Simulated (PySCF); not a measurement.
Species: C₃H₂FOP.
Bonds: F1–C2, C2–C3 (aromatic), C3–P4 (aromatic), P4–C5 (aromatic), C5–O6 (aromatic), C2–O6 (aromatic). Hydrogens: H7 on C3; H8 on C5.

The same species was optimised twice, with GFN2-xTB and with PBE0-D3(BJ)/def2-SVP (PySCF), and the same property calculations (PySCF, gas phase) were run on both structures.

| coordinate | GFN2-xTB | PBE0-D3(BJ)/def2-SVP | change |
| --- | --- | --- | --- |
| F1–C2 (Å) | 1.329 | 1.306 | -0.023 |
| C3–P4 (Å) | 1.770 | 1.784 | +0.014 |
| C5–O6 (Å) | 1.346 | 1.352 | +0.006 |
| C2–O6 (Å) | 1.324 | 1.328 | +0.004 |
| C2–C3 (Å) | 1.351 | 1.353 | +0.002 |
| P4–C5 (Å) | 1.708 | 1.706 | -0.002 |
| F1–C2–C3 (°) | 127.5 | 129.8 | +2.3 |
| F1–C2–O6 (°) | 114.8 | 113.3 | -1.5 |
| C2–O6–C5 (°) | 109.7 | 110.7 | +1.0 |
| C3–C2–O6 (°) | 117.7 | 116.9 | -0.8 |
| P4–C5–O6 (°) | 115.9 | 115.4 | -0.5 |
| C3–P4–C5 (°) | 87.5 | 87.7 | +0.2 |
| C2–C3–P4 (°) | 109.2 | 109.3 | +0.1 |

Rotational constants: A = 7658, B = 2507, C = 1889 MHz (GFN2-xTB) against A = 7700, B = 2505, C = 1890 MHz (PBE0-D3(BJ)/def2-SVP). Point groups within 0.08 Å: Cs and Cs.

On the GFN2-xTB structure: lowest singlet, TDDFT (eV) 5.36 [wB97X-D/def2-SVPD]; lowest triplet, Tamm–Dancoff (eV) 3.24 [wB97X-D/def2-SVPD]; isotropic polarisability (au) 58.7 [wB97X-D/def2-SVPD]; HOMO (eV) -8.87 [wB97X-D/def2-SVPD]; LUMO (eV) 0.53 [wB97X-D/def2-SVPD]; dipole (D) 0.40 [wB97X-D/def2-SVPD]; HOMO (eV) -7.08 [PBE0/pcSseg-1]; LUMO (eV) -1.18 [PBE0/pcSseg-1]; dipole (D) 0.42 [PBE0/pcSseg-1]; GIAO shielding of F1 (ppm) 269.9 [PBE0/pcSseg-1]; GIAO shielding of C2 (ppm) 14.8 [PBE0/pcSseg-1]; GIAO shielding of C3 (ppm) 86.5 [PBE0/pcSseg-1]; GIAO shielding of P4 (ppm) 168.8 [PBE0/pcSseg-1]; GIAO shielding of C5 (ppm) 6.2 [PBE0/pcSseg-1]; GIAO shielding of O6 (ppm) -1.0 [PBE0/pcSseg-1].

**Question.** What do these properties become on the PBE0-D3(BJ)/def2-SVP structure?

**Answer.** 
```
                                    property              level  on GFN2-xTB  on PBE0-D3(BJ)/def2-SVP  change
                  lowest singlet, TDDFT (eV)  wB97X-D/def2-SVPD         5.36                     5.36    0.00
           lowest triplet, Tamm–Dancoff (eV)  wB97X-D/def2-SVPD         3.24                     3.24    0.00
               isotropic polarisability (au)  wB97X-D/def2-SVPD         58.7                     59.1    +0.4
                                   HOMO (eV)  wB97X-D/def2-SVPD        -8.87                    -8.85   +0.02
                                   LUMO (eV)  wB97X-D/def2-SVPD         0.53                     0.55   +0.02
                                  dipole (D)  wB97X-D/def2-SVPD         0.40                     0.25   -0.15
energy, GFN2-xTB geometry as zero (kcal/mol)  wB97X-D/def2-SVPD          0.0                     -0.6    -0.6
                                   HOMO (eV)      PBE0/pcSseg-1        -7.08                    -7.07   +0.01
                                   LUMO (eV)      PBE0/pcSseg-1        -1.18                    -1.16   +0.02
                                  dipole (D)      PBE0/pcSseg-1         0.42                     0.28   -0.14
energy, GFN2-xTB geometry as zero (kcal/mol)      PBE0/pcSseg-1          0.0                     -0.5    -0.5
                  GIAO shielding of F1 (ppm)      PBE0/pcSseg-1        269.9                    276.6    +6.7
                  GIAO shielding of C2 (ppm)      PBE0/pcSseg-1         14.8                     15.5    +0.7
                  GIAO shielding of C3 (ppm)      PBE0/pcSseg-1         86.5                     87.1    +0.6
                  GIAO shielding of P4 (ppm)      PBE0/pcSseg-1        168.8                    166.0    -2.8
                  GIAO shielding of C5 (ppm)      PBE0/pcSseg-1          6.2                      5.5    -0.7
                  GIAO shielding of O6 (ppm)      PBE0/pcSseg-1         -1.0                     -7.0    -6.0
```

The heavy atoms differ by 0.016 Å rms after alignment. Among bonds between heavy atoms F1–C2 changes most (-0.023 Å). Changes are differences of the printed values. Neither structure is proved a minimum here.

Note: wB97X-D ran without an empirical dispersion term, which enters the total energy and its gradient alone.
